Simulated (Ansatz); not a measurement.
# MgNH (triplet): the correlation ladder at distance N1–Mg2 = 2.084 Å, 6-31G

How much of the correlation energy of MgNH (triplet) does each wave-function method recover here?

Method: 6-31G, core rule «outside noble gas», up to 6 orbitals frozen; program: Ansatz 0.2.0, Gaussian basis.

Plan: UHF; CCSD(T) on ROHF; CCSD(T) on UHF; BCCD(T) on ROHF; CISD as a restricted active space (open shells left free, so some higher excitations enter); CCSDT(Q) on ROHF; CCSDT(Q) on UHF; CISDTQ; CCSDTQ on ROHF; CCSDTQ on UHF; CASSCF and MRCISD+Q, 4 electrons in 4 orbitals; CASSCF and NEVPT2, 4 electrons in 4 orbitals; Full CI.

29 further runs of the same task are left out: 14 for a known fault of the program, 12 that didn't finish, 3 set aside as unsound or not needed. Runs told in other sessions of the task aren't counted.

**1. The geometry**

The geometry derives from a PBE0/def2-TZVP stationary point (not a proven minimum). One bond is set to the value named and the two fragments are kept rigid.

3 atoms, charge 0, spin multiplicity 3.

Atoms are counted from 1 here; the program's logs count them from 0.

Bond lengths: N1–Mg2 2.084 Å, N1–H3 1.011 Å. Angles: Mg2–N1–H3 180.0°.

Coordinates:

```xyz
3

N     0.00000    0.00000    0.35767
Mg    0.00000    0.00000   -1.72633
H     0.00000    0.00000    1.36867
```

**2. UHF**

File in.yaml:

```yaml
crystal:
  periodic: [false, false, false]
  atoms:
    - {symbol: N, position_ang: [0.000000, 0.000000, 0.357667]}
    - {symbol: Mg, position_ang: [0.000000, 0.000000, -1.726333]}
    - {symbol: H, position_ang: [0.000000, 0.000000, 1.368667]}
basis:
  gaussian: {orbitals: 6-31G}
magnetization: {spin_polarized: true, initial_magnetization: 2}
hamiltonian: {xc: hf}
output: {orbitals: {seedname: orbitals}}
```

On the command line:

```console
$ ansatz run in.yaml --threads 1 --pin off --events-out ev --progress --plain --max-ram 2393MiB
```

After this run come: CCSD(T) on ROHF; CCSD(T) on UHF; BCCD(T) on ROHF; CISD as a restricted active space (open shells left free, so some higher excitations enter); CCSDT(Q) on ROHF; CCSDT(Q) on UHF; CISDTQ; CCSDTQ on ROHF; CCSDTQ on UHF; CASSCF and MRCISD+Q, 4 electrons in 4 orbitals; CASSCF and NEVPT2, 4 electrons in 4 orbitals; Full CI.

**Question.** What will the summary of the whole plan be? Wanted: FCI from the RHF energy; RMP2 from FCI; UMP2 from FCI; RCCSD from FCI; RCCSD(T) from FCI; UCCSD(T) from FCI; RCCSDT(Q) from FCI; UCCSDT(Q) from FCI; MRCISD+Q pair from FCI.

The runs gave:

| quantity | value |
| --- | --- |
| FCI from the ROHF energy | -3.0351 eV |
| RMP2 from FCI | +473.3 meV |
| UMP2 from FCI | +459.5 meV |
| RCCSD from FCI | +92.7 meV |
| RCCSD(T) from FCI | +24.8 meV |
| UCCSD(T) from FCI | +24.5 meV |
| RCCSDT(Q) from FCI | -0.2 meV |
| UCCSDT(Q) from FCI | -3.7 meV |
| MRCISD+Q pair from FCI | +39.2 meV |
| levels within 1 kcal/mol (43 meV) | RCCSD(T), UCCSD(T), BCCD(T), RCCSDT, UCCSDT, CISDTQ, RCCSDT(Q), UCCSDT(Q), RCCSDTQ, UCCSDTQ, MRCISD+Q pair |
| T1 diagnostic | 0.033 |
| effectively unpaired electrons | 2.03 |

What this shows: RCCSD(T) lands +24.8 meV from the yardstick (0.8 % of the correlation energy). UCCSDT(Q) falls below full CI: unrestricted runs freeze a spin-polarised core, another one than full CI's, and coupled cluster isn't variational. One determinant dominates. These misses are within one basis, not against nature; the frozen cores of restricted and unrestricted runs differ, which can shift their rows.

Levels on UHF freeze UHF's core orbitals, full CI those of ROHF, so the U rows can settle a little off it for that reason alone.

With open shells the CI space here admits some higher excitations, so it is larger than plain CISD.
